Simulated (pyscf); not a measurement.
PySCF, gas phase, ωB97X-D3(BJ)/def2-SVP geometries.

Question: Estimate by transition-state theory the rate constant of H₃C–GeH₃ + H atom (H•) -> •H₂C–GeH₃ + hydrogen (H₂) (doublet surface; C–H broken, H–H formed) at 900 K, with ωB97M-D3(BJ)/def2-TZVP energies (ideal gas, 1 atm, RRHO with modes under 100 cm⁻¹ raised to 100, one conformer, R ln 2 for chiral ones without a mode under 150 cm⁻¹; no tunnelling).

Answer: The electronic barrier is 12.4 kcal/mol and the thermal terms add +15.8, so ΔG‡ = 28.2 kcal/mol. With k_BT/h = 1.88e+13 s⁻¹ and RT = 1.788 kcal/mol, and a volume of 1.23e-19 cm³ per molecule at 1 atm, k = 3.2e-13 cm³ molecule⁻¹ s⁻¹. Wigner's tunnelling factor for 1360i cm⁻¹ would be 1.20. A shift of 1 kcal/mol in the barrier changes k by a factor 1.7. The same reactants have a lower exit, to H₃C–GeH₂• + H₂ (barrier +2.9 kcal/mol at ωB97M-D3(BJ)/def2-TZVP, against +12.4 kcal/mol here). •H₂C–GeH₃ lies 20.6 kcal/mol over its isomer H₃C–GeH₂• (electronic energy, ωB97M-D3(BJ)/def2-TZVP). This is the saddle that the search found; another between the same sides may lie lower. The angle at the transferred H is 177°. Elements up to Kr have no core potential and no relativistic terms here.
